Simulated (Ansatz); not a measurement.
# CH4NO+ (SMILES NC=[OH+]): functionals against CCSD(T) at one geometry

The task here is to estimate one member of a computed series from the others.

The runs use Ansatz 0.2.0, Gaussian basis; single points in def2-TZVPP.

Correlated methods freeze the cores. B3LYP uses VWN-RPA correlation.

## Starting geometry

SMILES `NC=[OH+]`, 7 atoms, charge 1, spin multiplicity 1.

Atoms are counted from 1 here; the program's logs count them from 0.

Bond lengths: N1–C2 1.240 Å, N1–H4 0.929 Å, N1–H5 0.921 Å, C2–O3 1.416 Å, C2–H6 1.126 Å, O3–H7 0.954 Å. Angles: C2–N1–H4 124.1°, C2–N1–H5 110.6°, H4–N1–H5 124.2°, N1–C2–O3 118.8°, N1–C2–H6 125.5°, O3–C2–H6 115.6°, C2–O3–H7 108.3°.

Coordinates:

```
N    -0.8777    0.3562   -0.3827
C     0.1376    0.1335    0.2927
O     0.8690   -1.0552    0.0543
H    -1.1862   -0.2004   -1.0595
H    -1.1794    1.2148   -0.2401
H     0.5345    0.7927    1.1152
H     1.6524   -1.0391    0.5985
```

The first run:

Contents of run/in.yaml:

```yaml
crystal:
  periodic: [false, false, false]
  atoms:
    - {symbol: N, position_ang: [-0.877700, 0.356200, -0.382700]}
    - {symbol: C, position_ang: [0.137600, 0.133500, 0.292700]}
    - {symbol: O, position_ang: [0.869000, -1.055200, 0.054300]}
    - {symbol: H, position_ang: [-1.186200, -0.200400, -1.059500]}
    - {symbol: H, position_ang: [-1.179400, 1.214800, -0.240100]}
    - {symbol: H, position_ang: [0.534500, 0.792700, 1.115200]}
    - {symbol: H, position_ang: [1.652400, -1.039100, 0.598500]}
basis:
  gaussian: {orbitals: def2-TZVPP}
total_charge: 1
correlation: {method: ccsd_t}
output: {forces: true}
```

The command line of these runs was not kept.

Among the steps run: CCSD(T)/def2-TZVPP; PBE0-D4/def2-TZVPP; wB97M-V/def2-TZVPP; r2SCAN-D4/def2-TZVPP; PBE-D4/def2-TZVPP; B3LYP-D4/def2-TZVPP; B97M-V/def2-TZVPP.

One of the session's tables, all rows but one given; the rest of the session is left out.

```
   method  RMS force component (eV/Å)  angle to CCSD(T) forces (°)
  CCSD(T)                       2.661                    reference
  PBE0-D4                       2.712                          4.5
  wB97M-V                       2.674                          3.3
r2SCAN-D4                           ?                            ?
   PBE-D4                       2.712                          4.0
 B3LYP-D4                       2.648                          2.9
   B97M-V                       2.610                          3.8
```

**Question.** Estimate the row for r2SCAN-D4.

The run gave: RMS force component (eV/Å): 2.657; angle to CCSD(T) forces (°): 2.0. In the column «RMS force component (eV/Å)» it lies between B3LYP-D4 (2.648) and CCSD(T) (2.661).
